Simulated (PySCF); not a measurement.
Part of a log for `BO` (borinic acid): ground state, then the species with a core hole.

Level of theory: PySCF, delta-SCF UKS SCAN, pcX-2 on the ionised atom, pcseg-1 elsewhere, spin-free X2C. Atoms in this output count from 0. The cycles run on a coarse integration grid; for E(ground) and E(ion) the exchange–correlation energy is redone on a finer one, so they differ from the last cycle, and only they enter the binding energy.

Coordinates (Å, GFN2-xTB):
```
B     -0.418389     0.012439    -0.012825
O      0.802369    -0.468141    -0.201866
H     -1.298095    -0.673152    -0.372501
H     -0.620539     1.063010     0.487521
H      1.543276     0.068697     0.082485
```

```
ground state, core basis on atom 0 (B), 74 functions
  cycle   1  E = -101.84754199  |g| = 5.72e-01
  cycle   2  E = -101.69499057  |g| = 1.06e+00
  cycle   3  E = -101.90697258  |g| = 1.12e-01
  cycle   4  E = -101.91019550  |g| = 1.98e-02
  cycle   5  E = -101.91029252  |g| = 3.42e-03
  cycle   6  E = -101.91029575  |g| = 6.36e-04
  cycle   7  E = -101.91029608  |g| = 1.14e-04
  E(ground) = -101.91359799 Eh
hole in B 1s of atom 0
  cycle   1  E = -94.29432277  |g| = 1.15e+00
  cycle   2  E = -93.61126527  |g| = 1.57e+00
  cycle   3  E = -94.45703464  |g| = 7.19e-01
  cycle   4  E = -94.65636429  |g| = 1.66e-01
  cycle   5  E = -94.66684371  |g| = 2.42e-02
  cycle   6  E = -94.66711298  |g| = 6.09e-03
  cycle   7  E = -94.66714878  |g| = 2.36e-03
  cycle   8  E = -94.66715780  |g| = 1.15e-03
  cycle   9  E = -94.66716092  |g| = 2.03e-04
  E(ion) = -94.67030308 Eh   <S^2> = 0.7795   hole on atom = 1.000
```

Task: What is the B 1s binding energy of atom 0?

Result: (-94.670303 − (-101.913598)) Eh × 27.2114 eV/Eh = 197.10 eV, for the three-coordinate boron.

```
ground state, core basis on atom 1 (O), 74 functions
  cycle   1  E = -101.94434815  |g| = 1.05e-01
  cycle   2  E = -101.94297124  |g| = 1.03e-01
  cycle   3  E = -101.94433861  |g| = 5.32e-02
  cycle   4  E = -101.94482149  |g| = 1.15e-03
  cycle   5  E = -101.94482148  |g| = 1.66e-04
  E(ground) = -101.94427805 Eh
hole in O 1s of atom 1
  cycle   1  E = -81.31162715  |g| = 2.21e+00
  cycle   2  E = -81.10202297  |g| = 2.05e+00
  cycle   3  E = -82.08155202  |g| = 3.07e-01
  cycle   4  E = -82.10263271  |g| = 2.55e-02
  cycle   5  E = -82.10284336  |g| = 1.08e-02
  cycle   6  E = -82.10289664  |g| = 2.40e-03
  cycle   7  E = -82.10289962  |g| = 8.30e-04
  cycle   8  E = -82.10290043  |g| = 1.59e-04
  E(ion) = -82.10362480 Eh   <S^2> = 0.7611   hole on atom = 1.000
```

Task: What is the O 1s binding energy of atom 1?

Result: (-82.103625 − (-101.944278)) Eh × 27.2114 eV/Eh = 539.89 eV, for the boron-bound oxygen.

The ground state is recomputed for each atom, because the flexible core basis sits on the ionised atom alone; energies of different blocks can't be mixed. One conformer (not necessarily the lowest) at the GFN2-xTB geometry, without solvent, vibrations or thermal averaging.
Labels such as C1 count atoms from 1, the log's own numbers from 0.
